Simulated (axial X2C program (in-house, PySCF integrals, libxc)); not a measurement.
## BS⁺: properties at the nuclei

Calculated with an axial X2C code built on PySCF integrals: two-component X2C with atomic mean-field Coulomb and Gaunt terms, Gaussian nuclei, basis S dyall-av3z, B dyall-v3z with contracted cores.

R = 1.710 Å (near the PBE0 minimum at charge 1 of the determinant lowest at the starting distance; the state shown can have its own minimum elsewhere).

Determinant lowest in the PBE0 search, Ω = 2 (⟨Sz⟩ = 1.00, ⟨Lz⟩ = 1.00 at PBE0), spin on the atoms S 0.47, B 0.53:

```json
{"level": "PBE0", "Eeff magnitude (GV/cm)": "0.0731", "Ws magnitude S (kHz)": "0.0122", "Ws magnitude B (kHz)": "0.00225", "A∥/gI S (MHz)": "193", "qzz S (a.u.)": "-0.67", "A∥/gI B (MHz)": "172", "qzz B (a.u.)": "-0.41"}
{"level": "HF", "Eeff magnitude (GV/cm)": "0.0937", "Ws magnitude S (kHz)": "0.0159", "Ws magnitude B (kHz)": "0.00243", "A∥/gI S (MHz)": "199", "qzz S (a.u.)": "-0.50", "A∥/gI B (MHz)": "173", "qzz B (a.u.)": "-0.50"}
{"level": "B3LYP", "Eeff magnitude (GV/cm)": "0.0694", "Ws magnitude S (kHz)": "0.0114", "Ws magnitude B (kHz)": "0.00233", "A∥/gI S (MHz)": "196", "qzz S (a.u.)": "-0.65", "A∥/gI B (MHz)": "178", "qzz B (a.u.)": "-0.42"}
{"level": "BP86", "Eeff magnitude (GV/cm)": "0.0668", "Ws magnitude S (kHz)": "0.011", "Ws magnitude B (kHz)": "0.00225", "A∥/gI S (MHz)": "196", "qzz S (a.u.)": "-0.74", "A∥/gI B (MHz)": "172", "qzz B (a.u.)": "-0.39"}
{"level": "LDA", "Eeff magnitude (GV/cm)": "0.058", "Ws magnitude S (kHz)": "0.00938", "Ws magnitude B (kHz)": "0.00217", "A∥/gI S (MHz)": "204", "qzz S (a.u.)": "-0.82", "A∥/gI B (MHz)": "172", "qzz B (a.u.)": "-0.37"}
```

Eeff is the effective electric field on the electron electric dipole moment in this Ω state and Ws the scalar–pseudoscalar constant of the nucleus named (defined with the proton number Z and per Ω); A∥ (defined per Ω) follows by multiplying with gI = μI/(I μN); qzz is the electric field gradient, eQq0 = 234.96 MHz × Q/barn × qzz. The operators were transformed with the bare-nucleus X2C matrices; with these basis sets, hyperfine constants and field gradients can be off by tens of per cent, and where levels differ in sign neither size nor sign is settled.

Q: With gI(33S) = 0.4292, Q(33S) = -0.0694 barn, gI(11B) = 1.7924, Q(11B) = 0.04059 barn (g factors from the IAEA table of nuclear moments by Stone; Q from Pyykkö, Mol. Phys. 2018), turn the PBE0 values of the first state into constants in MHz.

A: A∥(33S) = 193 × 0.4292 = 82.8 MHz; eQq0(33S) = 234.96 × (-0.0694) × (-0.67) = 10.9 MHz; A∥(11B) = 172 × 1.7924 = 308 MHz; eQq0(11B) = 234.96 × (0.04059) × (-0.41) = -3.91 MHz.

Each state is one determinant with collinear spin, which with several unpaired electrons need not be a pure state. Unrestricted Hartree–Fock can overshoot spin polarisation at the nuclei. With several open shells hyperfine constants can be off by a factor of several. Open-shell Ω = 0 determinants with evenly filled partner blocks cannot be reached by this program, so the Ω shown need not be the lowest component. States lie within half an eV, so the first need not be the ground state. Further determinants of the search, some of them spin-mixed, are not shown.
